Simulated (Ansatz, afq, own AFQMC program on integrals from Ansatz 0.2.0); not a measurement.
# Where AFQMC and coupled cluster stand for AlGe, quartet

```xyz
2

Ge    0.0000    0.0000    0.0000
Al    0.0000    0.0000    2.4464
```

Basis 6-31G. Only valence electrons are correlated. Ansatz 0.2.0 and our own AFQMC program on the same integrals; the CISD trial comes from CCSD amplitudes, and released means the phaseless constraint is let go. Uncertainties: one standard error, sampling alone. No spin–orbit coupling.

Determinant: ROHF, the one that the program's search chose, which needn't be the lowest solution. The geometry is a PBE0/def2-TZVP stationary point of this or a neighbouring charge and spin state.

Full CI on the same integrals is exact in this basis and with this determinant's frozen core.

Cautions: no relativity below Rb; no spin-orbit coupling; inner d shell frozen; strong correlation (T1 0.052, weight of the determinant 0.87, largest double 0.10); the released energies are still falling, so no released level is given (meV from the phaseless value at times in 1/Eh: 5 ± 5 at 0.24, -2.7 ± 1.8 at 0.51, -4.2 ± 1.7 at 0.99, -7.9 ± 1.3 at 1.62, -10.6 ± 1.4 at 2.40).

The T1 diagnostic is 0.0521, the weight of the determinant in the CISD state is 0.867 and the size of the correlated space is 7 electrons in 23 orbitals.

Reference: full CI, correlation energy -2.141 eV.

```
        level  E − E(reference) (kcal/mol)  share of correlation (%)
           HF                        49.38                      0.00
          MP2                        15.73                     68.15
         CCSD                         2.08                     95.78
      CCSD(T)                         0.66                     98.66
        CCSDT                         0.15                     99.70
     CCSDT(Q)                         0.03                     99.94
       CCSDTQ                         0.00                     99.99
ph-AFQMC/CISD                  0.37 ± 0.04                     99.24
```

CCSDT and higher add their correlation energy to the determinant of the CCSD(T) run, since their own runs factorise the integrals more tightly (a shift of under 2 meV). A walk keeps the symmetry of its determinant, which the program's search chose and which needn't be the lowest solution, so a lower state of the same spin and another symmetry isn't excluded.
